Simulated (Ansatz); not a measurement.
# C₄H₇FO: one species, many methods

An exercise on one series of results from a longer session: the logs are not shown, and one member is left open.

Computed with Ansatz 0.2.0, Gaussian basis. Level: functionals in def2-TZVPP, the program's frozen cores in correlated methods.

Plan: PBE-D4, r2SCAN-D4, PBE0-D4, B3LYP-D4, ωB97X-V, ωB97M-V, B2PLYP; CCSD(T)/def2-TZVPP; MP2/def2-QZVPP; extrapolation to the limit.

**The relaxed structure**

The geometry comes from an earlier relaxation with PBE0-D4 in a triple-zeta def2 set; it is a stationary point, not always the lowest conformer.

13 atoms, charge 0, spin multiplicity 1.

Atoms are counted from 1 here; the program's logs count them from 0.

Bond lengths: F1–C2 1.393 Å, C2–C3 1.512 Å, C2–O6 1.373 Å, C2–H7 1.092 Å, C3–C4 1.525 Å, C3–H8 1.089 Å, C3–H9 1.093 Å, C4–C5 1.525 Å, C4–H10 1.090 Å, C4–H11 1.091 Å, C5–O6 1.433 Å, C5–H12 1.092 Å, C5–H13 1.094 Å. Angles: F1–C2–C3 108.8°, F1–C2–O6 109.8°, F1–C2–H7 106.1°, C3–C2–O6 106.6°, C3–C2–H7 116.4°, O6–C2–H7 109.1°, C2–C3–C4 101.0°, C2–C3–H8 112.2°, C2–C3–H9 108.9°, C4–C3–H8 114.4°, C4–C3–H9 111.3°, H8–C3–H9 108.8°, C3–C4–C5 102.0°, C3–C4–H10 113.3°, C3–C4–H11 110.0°, C5–C4–H10 112.4°, C5–C4–H11 110.7°, H10–C4–H11 108.3° and more.

Geometry (Å):

```xyz
13
C4H7FO
F    -2.0752   -0.5726    0.2130
C    -0.9832   -0.0037    0.8645
C     0.2349   -0.8642    0.6155
C     0.6703   -0.3602   -0.7565
C     0.2999    1.1170   -0.6844
O    -0.7105    1.2290    0.3257
H    -1.2844    0.1210    1.9066
H     0.0014   -1.9273    0.6512
H     0.9877   -0.6422    1.3768
H     1.7307   -0.5140   -0.9561
H     0.0982   -0.8631   -1.5380
H    -0.0953    1.5053   -1.6251
H     1.1458    1.7400   -0.3781
```

Set-up of the first run:

in.yaml reads:

```yaml
crystal:
  periodic: [false, false, false]
  atoms:
    - {symbol: F, position_ang: [-2.075219, -0.572584, 0.212960]}
    - {symbol: C, position_ang: [-0.983242, -0.003671, 0.864497]}
    - {symbol: C, position_ang: [0.234938, -0.864151, 0.615484]}
    - {symbol: C, position_ang: [0.670261, -0.360183, -0.756532]}
    - {symbol: C, position_ang: [0.299928, 1.116989, -0.684379]}
    - {symbol: O, position_ang: [-0.710467, 1.229009, 0.325653]}
    - {symbol: H, position_ang: [-1.284419, 0.120962, 1.906570]}
    - {symbol: H, position_ang: [0.001446, -1.927260, 0.651202]}
    - {symbol: H, position_ang: [0.987659, -0.642164, 1.376806]}
    - {symbol: H, position_ang: [1.730688, -0.513981, -0.956148]}
    - {symbol: H, position_ang: [0.098177, -0.863103, -1.538031]}
    - {symbol: H, position_ang: [-0.095253, 1.505298, -1.625122]}
    - {symbol: H, position_ang: [1.145803, 1.740041, -0.378062]}
basis:
  gaussian: {orbitals: def2-TZVPP}
hamiltonian: {xc: pbe, dispersion: d4}
output: {forces: true, orbitals: {seedname: orbitals}}
```

On the command line:

```bash
$ ansatz run in.yaml --threads 4 --pin off --events-out ev --progress --plain --max-ram 10444MiB
```

Among the steps run: PBE-D4 (GGA); r2SCAN-D4 (meta-GGA); PBE0-D4 (hybrid); B3LYP-D4 (hybrid); ωB97X-V (range-separated); ωB97M-V (range-separated); B2PLYP (double hybrid); CCSD(T) in def2-TZVPP; MP2 in def2-QZVPP.

One table of the session follows, with a row left open; its other results are not shown here.

It belongs to the step «Atomisation energies». 

| method | atoms, summed (eV) | atomisation energy (kJ/mol) |
| --- | --- | --- |
| PBE-D4 | -8962.342 | 5519.2 |
| r2SCAN-D4 | -8969.347 | 5385.5 |
| PBE0-D4 | -8964.071 | 5411.0 |
| B3LYP-D4 | -8974.843 | 5352.4 |
| ωB97X-V | -8971.387 | 5382.5 |
| ωB97M-V | -8970.690 | 5384.0 |
| B2PLYP | -8968.027 | 5308.4 |
| HF/def2-TZVPP | -8938.832 | 3901.4 |
| MP2/def2-TZVPP | ? | ? |
| CCSD/def2-TZVPP | -8958.266 | 5153.1 |
| CCSD(T)/def2-TZVPP | -8958.657 | 5235.6 |
| MP2/CBS | -8958.481 | 5474.2 |
| CCSD(T)/CBS | -8961.874 | 5361.8 |

**Question.** Estimate the row for MP2/def2-TZVPP.

The run gave: atoms, summed (eV): -8955.265; atomisation energy (kJ/mol): 5348.1. In the column «atoms, summed (eV)» it lies between CCSD/def2-TZVPP (-8958.266) and HF/def2-TZVPP (-8938.832).

To keep in mind: Free atoms (1 F, 4 C, 1 O, 7 H) were run apart at each level; the atomisation energy is their sum less the molecule, without zero-point or spin-orbit terms.
